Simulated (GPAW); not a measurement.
# BH4O− (SMILES [BH3-]O): a chain of runs

Wanted: a geometry optimisation (RPBE-D4/dzp), then vibrational wavenumbers (RPBE-D4/dzp), then the vertical excitations (TD-RPBE/dzp) of BH4O−. Input form: an ASE script.

The results are computed with GPAW 26.7.0.

2 further runs of the same task are left out: 1 for a known fault of the program, 1 set aside as unsound or not needed. Runs told in other sessions of the task aren't counted.

## (1) The system as given

BH4O−: 6 atoms, total charge -1, spin state singlet. SMILES: `[BH3-]O`. All atoms were displaced at random from a relaxed shape. The run starts from this shape.

Bond lengths: B1–O2 1.662 Å, B1–H3 1.310 Å, B1–H4 1.277 Å, B1–H5 1.289 Å, O2–H6 0.955 Å. Angles: B1–O2–H6 101.2°, O2–B1–H3 108.0°, O2–B1–H4 108.1°, O2–B1–H5 98.9°, H3–B1–H4 111.5°, H3–B1–H5 127.6°, H4–B1–H5 101.1°.

## (2) A geometry optimisation at RPBE-D4/dzp (scalar-relativistic datasets) (run 1)

bh4o.py

```python
from ase.calculators.mixing import SumCalculator
from ase.io import write
from ase.io.zmatrix import parse_zmatrix
from ase.optimize import FIRE
from dftd4.ase import DFTD4
from gpaw import GPAW

# Geometry
zmat = """
B
O 1 r2
H 1 r3 2 a3
H 1 r4 3 a4 2 d4
H 1 r5 4 a5 3 d5
H 2 r6 1 a6 4 d6
"""
values = dict(r2=1.661607, r3=1.309743, a3=108.021, r4=1.277246, a4=111.47603, d4=118.5837, r5=1.289228, a5=101.09781, d5=-138.19106, r6=0.954941, a6=101.16918, d6=170.27266)
molecule = parse_zmatrix(zmat, defs=values)
molecule.set_cell([13.0, 13.0, 13.0])
molecule.center()

# Calculator
calc = GPAW(mode='lcao',
            basis='dzp',
            h=0.18,
            xc='RPBE',
            charge=-1,
            maxiter=120,
            poissonsolver={'name': 'MomentCorrectionPoissonSolver', 'poissonsolver': 'fast', 'moment_corrections': 9},
            symmetry='off',
            txt='-')
molecule.calc = SumCalculator([DFTD4(method='RPBE'), calc])

opt = FIRE(molecule, trajectory='bh4o.traj')
converged = opt.run(fmax=0.05, steps=100)
print('Converged:', converged)
print(f'Final energy            {molecule.get_potential_energy():.5f} eV')
print(f'r(H5-O1)                {molecule.get_distance(5, 1):.4f} Ang')
print(f'r(O1-B0) = {molecule.get_distance(1, 0):.4f} Ang')
write('relaxed.xyz', molecule)
```

On the command line:

```bash
$ python3 -u bh4o.py | tee bh4o.out
```

The program printed:

```text
[...]
Number of symmetries: 1
[...]
  Number of IBZ points: 1
[...]
basis functions: 46
Spin-components: 1 (collinear spins)
Bands:           12
[...]
  Valence electrons: 13.0
[...]
  Grid points: [72 72 72]
  Charge: -1.0  # |e|
[...]
    cutoffs:
[...]
occupation numbers:
  # Zero width
[...]
xc functional:
  name: RPBE with 2 nearest neighbor stencil
[...]
|iter     |     time |      energy | eigst |  dens |
[...]
|iter:   1| 00:00:17 |  -26.612982 |      c|       |
[...]
Converged in 9 steps
[...]
dipole moment: (-6.138761, -6.213795, -6.629279)  # |e|*Ang
Fermi level: 4.323
[...]
Converged in 8 steps
[...]
Converged in 4 steps
[...]
Converged in 4 steps
[...]
Converged in 4 steps
[...]
|iter:   5| 00:04:09 |  -26.498372c|      c| -4.46c|
Converged in 5 steps
[...]
Energy contributions relative to reference atoms: (reference = -2764.632053)
Energy contributions:
  Kinetic:          24.619500
  Coulomb:         -21.469512
  Zero:              0.223276
  External:          0.000000
  Xc:              -29.871635
  Entropy:           0.000000
  Spinorbit:         0.000000
  ----------------------------
  Free energy:     -26.498372
  Extrapolated:    -26.498372
dipole moment: (-5.991258, -6.211374, -6.638310)  # |e|*Ang
Fermi level: 4.192
Eigenvalues  # (at kpt = [0.000, 0.000, 0.000])
| band index |      eig [eV] | occ [0-2] |
|------------|---------------|-----------|
|          0 |       -17.236 |     2.000 |
|          1 |        -5.625 |     2.000 |
|          2 |        -3.681 |     2.000 |
|          3 |        -1.369 |     2.000 |
|          4 |        -1.200 |     2.000 |
|          5 |         0.244 |     2.000 |
|          6 |         1.321 |     2.000 |
|          7 |         7.063 |     0.000 |
|          8 |         9.398 |     0.000 |
|          9 |         9.990 |     0.000 |
|         10 |        10.443 |     0.000 |
|         11 |        10.545 |     0.000 |
Gap: 5.742 eV
Transition (v -> c):
[...]
Forces  # eV/Ang
|        x |        y |        z |
|----------|----------|----------|
| -0.06319 | -0.00149 | -0.01567 |  # B    0
|  0.06107 | -0.02640 | -0.00641 |  # O    1
| -0.00019 |  0.00769 |  0.01766 |  # H    2
| -0.00676 |  0.00059 | -0.00344 |  # H    3
| -0.02701 | -0.02070 |  0.01642 |  # H    4
|  0.04440 |  0.01212 |  0.03039 |  # H    5
Force computation time: 0.175  # s
FIRE:   39 hh:mm:ss      -26.702363        0.047091
Converged: True
Final energy            -26.70236 eV
r(H5-O1)                0.9834 Ang
r(O1-B0) = 1.5207 Ang
```

It took 4.2 min on 1 thread of Arm Neoverse V1, shared host; peak memory 1.2 GiB.

The path in brief:

```
step  energy from the first frame kept (eV)  largest force (eV/Å)
   0                                 0.0000                2.4497
   2                                -0.2209                1.5545
   4                                -0.3170                1.8202
   6                                -0.3566                1.1260
   8                                -0.3937                0.4301
  10                                -0.3984                0.4144
  12                                -0.4002                0.4049
  14                                -0.4031                0.3873
  16                                -0.4067                0.3629
  18                                -0.4112                0.3320
  20                                -0.4168                0.2903
  22                                -0.4236                0.2253
  24                                -0.4316                0.1580
  26                                -0.4383                0.0967
  28                                -0.4405                0.1205
  30                                -0.4407                0.1044
  32                                -0.4410                0.0753
  34                                -0.4413                0.0623
  36                                -0.4416                0.0620
  38                                -0.4420                0.0654
  39                                -0.4423                0.0471
```

After the run. Bond lengths: B1–O2 1.521 Å, B1–H3 1.284 Å, B1–H4 1.268 Å, B1–H5 1.284 Å, O2–H6 0.983 Å. Angles: B1–O2–H6 104.3°, O2–B1–H3 113.5°, O2–B1–H4 107.8°, O2–B1–H5 112.9°, H3–B1–H4 108.0°, H3–B1–H5 106.2°, H4–B1–H5 108.2°.

## (3) The harmonic vibrations at RPBE-D4/dzp (scalar-relativistic datasets, shape nonlinear) (run 2)

relaxed.xyz

```xyz
6
Lattice="13.0 0.0 0.0 0.0 13.0 0.0 0.0 0.0 13.0" Properties=species:S:1:pos:R:3:forces:R:3 energy=-26.702362708677427 pbc="F F F"
B        5.88122009       6.27229836       6.44388201      -0.04490379      -0.00128307      -0.01412806
O        7.40014824       6.32642744       6.49205486       0.02891585      -0.03056169       0.00126123
H        5.33028181       7.42769544       6.33781868       0.00840990       0.00231679       0.01684791
H        5.47808783       5.74339228       7.52373225      -0.00124915       0.00373351      -0.00978629
H        5.43730199       5.57265617       5.46343046      -0.01869431      -0.01613674       0.02022732
H        7.65992146       6.65349724       5.60180780       0.03584196       0.01372003       0.02453145
```

run_vib.py

```python
from ase.calculators.mixing import SumCalculator
from ase.io import read
from ase.thermochemistry import IdealGasThermo
from ase.vibrations import Vibrations
from dftd4.ase import DFTD4
from gpaw import GPAW

# Set up the molecule
molecule = read('relaxed.xyz')

# Calculator
dft = GPAW(mode='lcao',
           basis='dzp',
           h=0.18,
           xc='RPBE',
           charge=-1,
           convergence={'density': 1e-05},
           maxiter=120,
           poissonsolver={'name': 'MomentCorrectionPoissonSolver', 'poissonsolver': 'fast', 'moment_corrections': 9},
           symmetry='off',
           txt='run.txt')
molecule.calc = SumCalculator([DFTD4(method='RPBE'), dft])

energy = molecule.get_potential_energy()
vib = Vibrations(molecule, delta=0.02)
vib.run()
vib.summary()
freqs = vib.get_frequencies()
zpe = vib.get_zero_point_energy()

thermo = IdealGasThermo(vib_energies=vib.get_energies(), potentialenergy=energy, atoms=molecule, geometry='nonlinear',
                        symmetrynumber=1, spin=0.0, ignore_imag_modes=True)
H = thermo.get_enthalpy(298.15, verbose=False)
S = thermo.get_entropy(298.15, 100000.0, verbose=False)
G = thermo.get_gibbs_energy(temperature=298.15, pressure=100000.0)
```

On the command line:

```bash
$ python run_vib.py
```

The program printed:

```text
---------------------
  #    meV     cm^-1
---------------------
  0   15.4i    124.2i
  1    9.9i     79.8i
  2    8.6i     69.1i
  3   12.4      99.6
  4   16.5     133.3
  5   18.8     152.0
  6   33.2     267.9
  7   99.8     805.3
  8  106.7     860.5
  9  111.6     900.4
 10  136.9    1103.9
 11  137.6    1110.0
 12  139.9    1128.6
 13  145.2    1171.2
 14  254.2    2050.2
 15  259.7    2094.6
 16  273.8    2208.0
 17  448.1    3614.0
---------------------
Zero-point energy: 1.097 eV
Enthalpy components at T = 298.15 K:
===============================
Enthalpy components at T = 298.15 K:
===============================
E_pot                -26.702 eV
E_ZPE                  1.073 eV
Cv_trans (0->T)        0.039 eV
Cv_rot (0->T)          0.039 eV
Cv_vib (0->T)          0.020 eV
-------------------------------
U                    -25.532 eV
===============================
(C_v -> C_p)           0.026 eV
-------------------------------
H                    -25.506 eV
===============================

Entropy components at T = 298.15 K and P = 100000.0 Pa:
=================================================
{"":15s}{"S":13s}     {"T*S:13s}
S_trans (1 bar)    0.0015714 eV/K        0.469 eV
S_rot              0.0008458 eV/K        0.252 eV
S_elec             0.0000000 eV/K        0.000 eV
S_vib              0.0001015 eV/K        0.030 eV
S (1 bar -> P)    -0.0000000 eV/K       -0.000 eV
-------------------------------------------------
S                  0.0025188 eV/K        0.751 eV
=================================================

Free energy components at T = 298.15 K and P = 100000.0 Pa:
=======================
    H        -25.506 eV
 -T*S         -0.751 eV
-----------------------
    G        -26.257 eV
=======================
```

run.txt:

```text
__  _  _
 | _ |_)|_||  |
 |__||  | ||/\| - 26.7.0

units:  Angstrom and eV
cores:  1
OpenMP: False

Versions:
  Python: 3.12.14
  ASE:    3.29.0
  Numpy:  2.5.5
  Scipy:  1.18.1
  Libxc:  7.0.0

        _gpaw.cpython-312-aarch64-linux-gnu.so

[... 67 lines left out ...]
|   |                                coordinates |     weight |
[... 143 lines left out ...]
  Fourier metric: weight=20.0, sigma=0.015
[... 41 lines left out ...]
- Maximum [total energy] change in last 3 cyles: 0.0005 eV / valence electron
[... 28 lines left out ...]
  Free energy:     -26.490664
[... 76 lines left out ...]
convergence criteria:
[... 15 lines left out ...]
Converged in 9 steps
[... 11 lines left out ...]
  ----------------------------
  Free energy:     -26.491232
  Extrapolated:    -26.491232

dipole moment: (-5.989230, -6.209287, -6.638647)  # |e|*Ang

Fermi level: 4.245
Eigenvalues  # (at kpt = [0.000, 0.000, 0.000])
| band index |      eig [eV] | occ [0-2] |
|------------|---------------|-----------|
|          0 |       -17.335 |     2.000 |
|          1 |        -5.677 |     2.000 |
|          2 |        -3.680 |     2.000 |
[... 8 lines of this table left out ...]
|         11 |        10.545 |     0.000 |

Gap: 5.858 eV
Transition (v -> c):
  (s=0, k=0, n=6, [0.00, 0.00, 0.00]) -> (s=0, k=0, n=7, [0.00, 0.00, 0.00])
No difference between direct/indirect transitions
vacuum-level: 0.000  # V

Forces  # eV/Ang
|        x |        y |        z |
|----------|----------|----------|
| -0.04571 | -0.00666 | -0.00270 |  # B    0
| -0.18724 | -0.31724 |  0.78103 |  # O    1
|  0.00277 |  0.00861 |  0.01730 |  # H    2
| -0.01261 |  0.00147 | -0.00766 |  # H    3
| -0.02488 | -0.02049 |  0.01405 |  # H    4
|  0.28040 |  0.30953 | -0.76152 |  # H    5

Force computation time: 0.175  # s

timing:  # [seconds]
  Total:  350.977  # ━━━━━━━━━━━━━━━━━━━━━━━━━━━━━━━━━━━━━━━━━━━━━━━━━━━━━━━━
  Init:    16.475  # ━━╸
  SCF:    285.827  # ━━━━━━━━━━━━━━━━━━━━━━━━━━━━━━━━━━━━━━━━━━━━━╸
  Forces:   6.489  # ━
  Move:    41.988  # ━━━━━━╸
```

Wall time 5.9 min (1 thread of Arm Neoverse V1, shared host); peak memory 1.2 GiB.

## (4) The excited states at TD-RPBE/dzp (scalar-relativistic datasets, kernel LDA, restrict set) (run 3)

relaxed.xyz is that of step 3.

run.py

```python
from ase.io import read
from ase.units import Hartree
from gpaw import GPAW
from gpaw.lrtddft import LrTDDFT

atoms = read('relaxed.xyz')

calc = GPAW(mode='lcao',
            basis='dzp',
            h=0.18,
            xc='RPBE',
            charge=-1,
            nbands='nao',
            maxiter=120,
            poissonsolver={'name': 'MomentCorrectionPoissonSolver', 'poissonsolver': 'fast', 'moment_corrections': 9},
            symmetry='off',
            legacy_gpaw=True,
            txt='-')
atoms.calc = calc
atoms.get_potential_energy()

lr = LrTDDFT(calc, xc='LDA', nspins=2, restrict={'jend': 10, 'istart': 3}, txt='lr.txt')
lr, triplets = lr.singlets_triplets()
triplets.diagonalize()
lr.diagonalize()
energies = [x.get_energy() * Hartree for x in lr][:8]
strengths = [x.get_oscillator_strength()[0] for x in lr][:8]
for n, (e, f) in enumerate(zip(energies, strengths), 1):
    print(f'{n:3d} {e:8.3f} eV  f = {f:.4f}')
e_triplets = [x.get_energy() * Hartree for x in triplets][:8]
print('Triplets (eV):', [round(e, 3) for e in e_triplets])
lr.analyse(range(4))
```

On the command line:

```bash
$ python run.py
```

The program printed:

```text
___ ___ ___ _ _ _
 |   |   |_  | | | |
 | | | | | . | | | |
 |__ |  _|___|_____|  26.7.0
 |___|_|

units:  Angstrom and eV
cores:  1
OpenMP: False

Versions:
  Python: 3.12.14
  ASE:    3.29.0
  Numpy:  2.5.5
  Scipy:  1.18.1
  Libxc:  7.0.0

        _gpaw.cpython-312-aarch64-linux-gnu.so

Input parameters:
  basis: dzp
  charge: -1
  h: 0.18
  maxiter: 120
  mode: lcao
  nbands: nao
  poissonsolver: {moment_corrections: 9,
                  name: MomentCorrectionPoissonSolver,
                  poissonsolver: fast}
  symmetry: off
  xc: RPBE

System changes: positions, numbers, cell, pbc, initial_charges, initial_magmoms

Initialize ...

species:
  B:
    name:    Boron
    Z:       5.0
[... 98 lines left out ...]
Reference energy: -2764.632053  # eV
[... 3 lines left out ...]
Convergence criteria:
 Maximum [total energy] change in last 3 cyles: 0.0005 eV / valence electron
[... 4 lines left out ...]
 the SCF output indicates the quantity has converged.)
[... 9 lines left out ...]
       k-points in crystal coordinates                weights
[... 64 lines left out ...]
Bands to converge: occupied
[... 60 lines left out ...]
Converged after 9 iterations.
[... 1 line left out ...]
Dipole moment: (-5.991233, -6.211375, -6.638304) |e|*Ang
[... 11 lines left out ...]
Free energy:    -26.498372
[... 53 lines left out ...]
Unit cell:
           periodic     x           y           z      points  spacing
  1. axis:    no    13.000000    0.000000    0.000000    72     0.1806
  2. axis:    no     0.000000   13.000000    0.000000    72     0.1806
  3. axis:    no     0.000000    0.000000   13.000000    72     0.1806

  Lengths:  13.000000  13.000000  13.000000
  Angles:   90.000000  90.000000  90.000000

Effective grid spacing dv^(1/3) = 0.1806

iter:   1 hh:mm:ss   -26.498372        c      c
iter:   2 hh:mm:ss   -26.498372        c      c
iter:   3 hh:mm:ss   -26.498372c       c      c

Converged after 3 iterations.

Dipole moment: (-5.991233, -6.211375, -6.638304) |e|*Ang

Energy contributions relative to reference atoms: (reference = -2764.632053)

Kinetic:        +24.620111
Potential:      -21.469896
External:        +0.000000
XC:             -29.871688
Entropy (-ST):   +0.000000
Local:           +0.223101
SIC:             +0.000000
--------------------------
Free energy:    -26.498372
Extrapolated:   -26.498372

 Band  Eigenvalues  Occupancy
    0    -17.23554    2.00000
    1     -5.62493    2.00000
    2     -3.68096    2.00000
[... 42 lines of this table left out ...]
   45     78.39856    0.00000

Fermi level: 4.19176

Gap: 5.742 eV
Transition (v -> c):
  (s=0, k=0, n=6, [0.00, 0.00, 0.00]) -> (s=0, k=0, n=7, [0.00, 0.00, 0.00])
No difference between direct/indirect transitions
IndexError: list index out of range
```

Run time: 20 s. Hardware: 1 thread of Arm Neoverse V1, shared host; peak memory 0.81 GiB.

The program stopped with an error.

## (5) Results

| quantity | value |
| --- | --- |
| run 1, RPBE-D4/dzp: energy as printed (from the program's reference atoms) | -26.7024 eV |
| run 1, RPBE-D4/dzp: HOMO energy | 1.32 eV |
| run 1, RPBE-D4/dzp: LUMO energy | 7.06 eV |
| run 1, RPBE-D4/dzp: HOMO–LUMO gap (to an unbound level, set by the basis) | 5.74 eV |
| run 1, RPBE-D4/dzp: dispersion energy | -19.68 kJ/mol |
| run 2, RPBE-D4/dzp: lowest harmonic wavenumber | 268 cm⁻¹ |
| run 2, RPBE-D4/dzp: highest harmonic wavenumber | 3614 cm⁻¹ |
| run 2, RPBE-D4/dzp: zero-point energy | 103.6 kJ/mol |
| run 2, RPBE-D4/dzp: ideal-gas entropy at 298.15 K and 100000 Pa (symmetry number 1 as used) | 58.1 cal/(mol K) |
| run 3, TD-RPBE/dzp | no result (crashed) |

In words: The optimisation (run 1, RPBE-D4/dzp) took 39 steps and changed the energy by -0.442 eV. The HOMO (run 1, RPBE-D4/dzp) lies at positive energy, 1.32 eV, from the functional's self-interaction, a short basis or an electron that isn't bound; only total energies against the neutral tell. All 12 modes (run 2, RPBE-D4/dzp) are real, so the shape is a minimum at this level. 1 of the 3 runs did not end normally.
